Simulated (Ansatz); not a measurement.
Pulling on the Si1–H2 bond in SiH2 (SMILES [SiH2]) (multiplicity 1 held, fragments rigid). Energies count from the point at 1.523 Å.
Geometry at that point (charge 0, multiplicity 1):
```xyz
3

Si     0.0142    -0.0009     0.1321
H     -0.1123    -1.0850    -0.9304
H     -0.0862     1.0971    -0.9190
```

Restricted levels (R-, RO-) in cc, def2 and unpolarised 6-31G sets keep to the state of the molecule at rest. U- levels take the lowest unrestricted solution at each point, which mixes spins at long bonds. Active spaces are followed from a long bond inwards. Levels need not reach the same state.

Correlated levels freeze the cores.

Run with Ansatz (a quantum-chemistry and plane-wave program). Values without a source in brackets are computed.

```csv
level,energy at R = 4.874 Å (eV)
U-PBE/cc-pV(T+d)Z,3.304
R-r2SCAN/cc-pV(T+d)Z,4.743
R-B3LYP/cc-pV(T+d)Z,4.808
U-wB97X-V/cc-pV(T+d)Z,3.460
R-MP2/cc-pV(T+d)Z,4.874
U-MP2/cc-pV(T+d)Z,3.122
R-SCS-MP2/cc-pV(T+d)Z,___
U-SCS-MP2/cc-pV(T+d)Z,___
"FIC-MRCISD+Q on CASSCF(2,2)/cc-pV(T+d)Z",3.392
```

Question: What belongs in the gaps?

Answer: 
- R-SCS-MP2/cc-pV(T+d)Z, energy at R = 4.874 Å (eV): 4.547
- U-SCS-MP2/cc-pV(T+d)Z, energy at R = 4.874 Å (eV): 3.190

Doubts at one or more of the structures used: a spin-contaminated determinant (U-PBE/cc-pV(T+d)Z, U-wB97X-V/cc-pV(T+d)Z, U-MP2/cc-pV(T+d)Z, U-SCS-MP2/cc-pV(T+d)Z); a restricted determinant that unrestricted orbitals would lower (R-r2SCAN/cc-pV(T+d)Z, R-B3LYP/cc-pV(T+d)Z, R-MP2/cc-pV(T+d)Z, R-SCS-MP2/cc-pV(T+d)Z).
